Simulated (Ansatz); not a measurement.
One change: `C#C` becomes `C#CC`.

Ansatz, PBE0-D4/def2-TZVP geometries, multiplicity 1. 

| property | `C#C` |
| --- | --- |
| zero-point energy (PBE0-D4/def2-TZVP) / kJ/mol | 70.9 |
| HOMO energy (ωB97M-V/def2-TZVPP) / eV | -10.76 |
| HOMO energy (PBE0/def2-TZVPP) / eV | -8.43 |
| HOMO–LUMO gap (PBE/def2-TZVPP) / eV | 6.98 |
| HOMO–LUMO gap (ωB97M-V/def2-TZVPP) / eV | 13.73 |
| size of the dipole moment (ωB97M-V/def2-TZVPP) / D | 0.00 |

Q: Give the same properties after the change, and the shifts. (Best estimate.)

A: Ansatz gave: 
```json
{"property": "zero-point energy (PBE0-D4/def2-TZVP) / kJ/mol", "`C#CC`": "146.4", "shift": "75.5"}
{"property": "HOMO energy (ωB97M-V/def2-TZVPP) / eV", "`C#CC`": "-10.01", "shift": "0.75"}
{"property": "HOMO energy (PBE0/def2-TZVPP) / eV", "`C#CC`": "-7.72", "shift": "0.71"}
{"property": "HOMO–LUMO gap (PBE/def2-TZVPP) / eV", "`C#CC`": "6.75", "shift": "-0.23"}
{"property": "HOMO–LUMO gap (ωB97M-V/def2-TZVPP) / eV", "`C#CC`": "12.86", "shift": "-0.87"}
{"property": "size of the dipole moment (ωB97M-V/def2-TZVPP) / D", "`C#CC`": "0.81", "shift": "0.81"}
```

With PBE0 the HOMO rises by 0.71 eV and the LUMO rises by 0.44 eV, so the gap narrows by about 0.27 eV. PBE moves the HOMO by 0.69 eV and ωB97M-V by 0.75 eV. The zero-point energy changes by 75.5 kJ/mol with +8 modes.
